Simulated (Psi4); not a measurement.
**CH4OSi (SMILES CO[SiH]) at r2SCAN/aug-cc-pVDZ**

What is the energy change on altering one bond length of CH4OSi at r2SCAN/aug-cc-pVDZ? 

Program for the calculation: Psi4 1.11.

2 further runs of the same task are left out: 2 set aside as unsound or not needed.

## (1) The structure to begin with

CH4OSi: 7 atoms, total charge 0, spin state singlet. As SMILES, `CO[SiH]`. The coordinates come from a PBE0-D4/def2-TZVP relaxation. This is one conformer, not always the lowest.

Bond lengths: C1–O2 1.410 Å, O2–Si3 1.639 Å, C1–H4 1.092 Å, C1–H5 1.095 Å, C1–H6 1.092 Å, Si3–H7 1.552 Å. Angles: C1–O2–Si3 130.6°, O2–C1–H4 109.2°, O2–C1–H5 110.9°, O2–C1–H6 109.2°, O2–Si3–H7 97.1°, H4–C1–H5 109.5°, H4–C1–H6 108.5°, H5–C1–H6 109.5°.

## (2) Energy and gradient at r2SCAN/aug-cc-pVDZ

File calc.py:

```python
import psi4

psi4.set_memory('1600 MB')
psi4.set_num_threads(1)
psi4.set_output_file('ch4osi.out', False)

mol = psi4.geometry("""
0 1
C     -0.512400     0.485500    -0.338500
O     -0.443200    -0.446500     0.717600
Si     0.796900    -1.387300     1.229900
H     -1.296400     0.180800    -1.035500
H      0.443800     0.547500    -0.868700
H     -0.769300     1.467500     0.065400
H      1.841700    -0.915600     0.184100
units angstrom
symmetry c1
no_reorient
no_com
""")

psi4.set_options({
    'puream': True,
    'e_convergence': 1e-09,
    'd_convergence': 1e-08,
    'scf_type': 'pk',
    'dft_radial_points': 99,
    'dft_spherical_points': 590,
})

energy_value, wavefunction = psi4.gradient("r2scan/aug-cc-pVDZ", molecule=mol, return_wfn=True)
print('gradient / Eh bohr^-1')
print(energy_value.np.round(6))
print(f'energy = {wavefunction.energy():.10f} Eh')
```

Run with:

```sh
$ python calc.py
```

ch4osi.out:

```text
[...]
  Running in c1 symmetry.
[...]
  Nuclear repulsion =  101.069904478392957
[...]
  Multiplicity = 1
[...]
  Nalpha       = 16
  Nbeta        = 16
[...]
    Number of basis functions: 109
[...]
   @RKS iter   1:  -404.81044460482661   -2.72484e-01   7.22674e-03 ADIIS/DIIS
[...]
   @RKS iter  12:  -405.11318592284920   -2.44427e-12   4.23199e-09 DIIS
[...]
    Orbital Energies [Eh]
    ---------------------
    Doubly Occupied:
       1A    -65.870498     2A    -19.001262     3A    -10.104115
       4A     -5.230234     5A     -3.576771     6A     -3.572764
       7A     -3.567013     8A     -1.003246     9A     -0.671616
      10A     -0.505103    11A     -0.435507    12A     -0.433325
      13A     -0.377987    14A     -0.296006    15A     -0.290609
      16A     -0.208573
[...]
  @RKS Final Energy:  -405.11318592284920
   => Energetics <=
    Nuclear Repulsion Energy =            101.0699044783929565
    One-Electron Energy =                -758.7574417751123974
    Two-Electron Energy =                 288.8677930639887563
    DFT Exchange-Correlation Energy =     -36.2934416901184633
    Empirical Dispersion Energy =           0.0000000000000000
    VV10 Nonlocal Energy =                  0.0000000000000000
    Total Energy =                       -405.1131859228491976
[...]
 Multipole Moments:
 ------------------------------------------------------------------------------------
     Multipole            Electronic (a.u.)      Nuclear  (a.u.)        Total (a.u.)
 ------------------------------------------------------------------------------------
 L = 1.  Multiply by 2.5417464519 to convert [e a0] to [Debye]
 Dipole X            :         -9.0448641            8.9882933           -0.0565708
 Dipole Y            :         36.0014846          -35.5287409            0.4727437
 Dipole Z            :        -36.9474461           36.4220144           -0.5254316
 Magnitude           :                                                    0.7090595
[...]
  -Total Gradient:
     Atom            X                  Y                   Z
    ------   -----------------  -----------------  -----------------
       1       -0.000864741667    -0.003929872821     0.004949414758
       2        0.021539815601    -0.009542539242     0.000956578172
       3       -0.019028459425     0.017302418063    -0.011215245300
       4        0.003521557870     0.001520560959     0.002630113731
       5       -0.004051513395    -0.000263687481     0.002236650433
       6        0.001270227875    -0.003935558377    -0.002044045976
       7       -0.002488842172    -0.001241855430     0.002640933471
[...]
```

Standard output:

```text
gradient / Eh bohr^-1
[[-0.000865 -0.00393   0.004949]
 [ 0.02154  -0.009543  0.000957]
 [-0.019028  0.017302 -0.011215]
 [ 0.003522  0.001521  0.00263 ]
 [-0.004052 -0.000264  0.002237]
 [ 0.00127  -0.003936 -0.002044]
 [-0.002489 -0.001242  0.002641]]
energy = -405.1131859228 Eh
```

Wall time 49 s (1 thread of Intel Xeon 6975P-C (Granite Rapids), shared host); peak memory 0.65 GiB.

## (3) The distorted shape, same level

File ch4osi.json:

```json
{
 "schema_name": "qcschema_input",
 "schema_version": 1,
 "molecule": {
  "schema_name": "qcschema_molecule",
  "schema_version": 2,
  "symbols": ["C", "O", "Si", "H", "H", "H", "H"],
  "geometry": [-1.87182097, 0.85887674, -0.13867944, -1.74105192, -0.902348, 1.85706032, 0.60239745, -2.68020234, 2.82516701, -3.35336625, 0.28307719, -1.45581855, 0.83866045, 1.03462505, -1.64160508, -2.35729161, 2.7145878, 0.62458094, 2.5767833, -1.78881853, 0.84889143],
  "molecular_charge": 0,
  "molecular_multiplicity": 1,
  "fix_symmetry": "c1"
 },
 "driver": "gradient",
 "model": {
  "method": "r2scan",
  "basis": "aug-cc-pVDZ"
 },
 "keywords": {
  "reference": "rks",
  "puream": true,
  "e_convergence": 1e-09,
  "d_convergence": 1e-08,
  "scf_type": "pk",
  "dft_radial_points": 99,
  "dft_spherical_points": 590
 }
}
```

Run with:

```sh
$ psi4 --qcschema ch4osi.json -n 1 --memory 1600MB
```

stdout:

```text
[...]
  Running in c1 symmetry.
[...]
  Nuclear repulsion =   99.458630638749966
[...]
  Multiplicity = 1
[...]
  Nalpha       = 16
  Nbeta        = 16
[...]
    Number of basis functions: 109
[...]
   @RKS iter   1:  -404.69970815864542   -2.77728e-01   7.44318e-03 DIIS/ADIIS
[...]
   @RKS iter  12:  -405.04433659401707   -1.46656e-11   7.60156e-09 DIIS
[...]
    Orbital Energies [Eh]
    ---------------------
    Doubly Occupied:
       1A    -65.876490     2A    -19.016511     3A    -10.140034
       4A     -5.236199     5A     -3.582790     6A     -3.578848
       7A     -3.572776     8A     -1.013381     9A     -0.662316
      10A     -0.494563    11A     -0.439774    12A     -0.432538
      13A     -0.353433    14A     -0.303860    15A     -0.274980
      16A     -0.211876
[...]
  @RKS Final Energy:  -405.04433659401707
   => Energetics <=
    Nuclear Repulsion Energy =             99.4586306387499661
    One-Electron Energy =                -755.3957018123253420
    Two-Electron Energy =                 287.0453893422888996
    DFT Exchange-Correlation Energy =     -36.1526547627305348
    Empirical Dispersion Energy =           0.0000000000000000
    VV10 Nonlocal Energy =                  0.0000000000000000
    Total Energy =                       -405.0443365940170679
[...]
 Multipole Moments:
 ------------------------------------------------------------------------------------
     Multipole            Electronic (a.u.)      Nuclear  (a.u.)        Total (a.u.)
 ------------------------------------------------------------------------------------
 L = 1.  Multiply by 2.5417464519 to convert [e a0] to [Debye]
 Dipole X            :         -0.2201869            0.0552228           -0.1649641
 Dipole Y            :         -3.2926230            3.6392391            0.3466161
 Dipole Z            :          3.9544642           -4.2801027           -0.3256385
 Magnitude           :                                                    0.5033849
[...]
  -Total Gradient:
     Atom            X                  Y                   Z
    ------   -----------------  -----------------  -----------------
       1       -0.053581076620     0.001043104476     0.024392728482
       2        0.014305786805    -0.022961892577     0.020088726377
       3       -0.020988231145     0.020400568654    -0.013919730608
       4       -0.003488205216     0.003535517219     0.007919715489
       5        0.072063749750     0.005225350469    -0.040630471592
       6       -0.007320711877    -0.005782002983    -0.000058338255
       7       -0.000945372587    -0.001591222527     0.002337703261
[...]
```

The result, in JSON:

```text
{
 "driver": "gradient",
 "model": {
  "method": "r2scan",
  "basis": "aug-cc-pVDZ"
 },
 "success": true,
 "return_result": [-0.053581076620338425, 0.0010431044762441721, 0.024392728482358877, 0.014305786805261622, -0.022961892577479465, 0.020088726376765842, -0.02098823114457376, 0.020400568654051515, -0.013919730607866665, -0.0034882052155412735, 0.0035355172190868756, 0.007919715489470236, 0.07206374974993353, 0.005225350468685011, -0.040630471592248, -0.007320711877067343, -0.005782002982574835, -5.833825511147861e-05, -0.0009453725870598728, -0.0015912225270074618, 0.0023377032611080484],
 "properties": {
  "calcinfo_nbasis": 109,
  "calcinfo_nmo": 109,
  "calcinfo_nalpha": 16,
  "calcinfo_nbeta": 16,
  "calcinfo_natom": 7,
  "nuclear_repulsion_energy": 99.45863063874997,
  "return_energy": -405.04433659401707,
  "return_gradient": [-0.053581076620338425, 0.0010431044762441721, 0.024392728482358877, 0.014305786805261622, -0.022961892577479465, 0.020088726376765842, -0.02098823114457376, 0.020400568654051515, -0.013919730607866665, -0.0034882052155412735, 0.0035355172190868756, 0.007919715489470236, 0.07206374974993353, 0.005225350468685011, -0.040630471592248, -0.007320711877067343, -0.005782002982574835, -5.833825511147861e-05, -0.0009453725870598728, -0.0015912225270074618, 0.0023377032611080484],
  "scf_one_electron_energy": -755.3957018123253,
  "scf_two_electron_energy": 287.0453893422889,
  "scf_xc_energy": -36.152654762730535,
  "scf_dipole_moment": [-0.16496408779476068, 0.34661611214297317, -0.3256384947252817],
  "scf_total_energy": -405.04433659401707,
  "scf_total_gradient": [-0.053581076620338425, 0.0010431044762441721, 0.024392728482358877, 0.014305786805261622, -0.022961892577479465, 0.020088726376765842, -0.02098823114457376, 0.020400568654051515, -0.013919730607866665, -0.0034882052155412735, 0.0035355172190868756, 0.007919715489470236, 0.07206374974993353, 0.005225350468685011, -0.040630471592248, -0.007320711877067343, -0.005782002982574835, -5.833825511147861e-05, -0.0009453725870598728, -0.0015912225270074618, 0.0023377032611080484],
  "scf_iterations": 12
 }
}
```

Run time: 48 s. Hardware: 1 thread of Intel Xeon 6975P-C (Granite Rapids), shared host; peak memory 0.65 GiB.

## (4) What came out

At r2SCAN/aug-cc-pVDZ:

| quantity | value |
| --- | --- |
| first shape: total energy | -405.11319 Eh |
| first shape: dipole moment | 1.80 D |
| first shape: HOMO energy | -5.68 eV |
| first shape: LUMO energy | -2.73 eV |
| first shape: HOMO–LUMO gap | 2.95 eV |
| first shape: largest force on an atom | 1.443 eV/Å |
| distorted shape: total energy | -405.04434 Eh |
| distorted shape: dipole moment | 1.28 D |
| distorted shape: HOMO energy | -5.77 eV |
| distorted shape: LUMO energy | -2.85 eV |
| distorted shape: HOMO–LUMO gap | 2.92 eV |
| distorted shape: largest force on an atom | 4.263 eV/Å |
| energy change with the C1–H5 bond stretched from 1.095 to 1.643 Å | 1.873 eV |

**Reading.** One bond (distorted shape) is far stretched, which a spin-restricted single reference describes badly; a broken-symmetry solution may lie lower. With the C1–H5 bond stretched from 1.095 to 1.643 Å the energy rises by 1.87 eV (181 kJ/mol). The first shape isn't relaxed at this level, so the change isn't measured from a minimum. A restricted reference can't describe the breaking bond well at this length. The largest force (first shape) is 1.44 eV/Å: the shape isn't a stationary point for this species at this level.
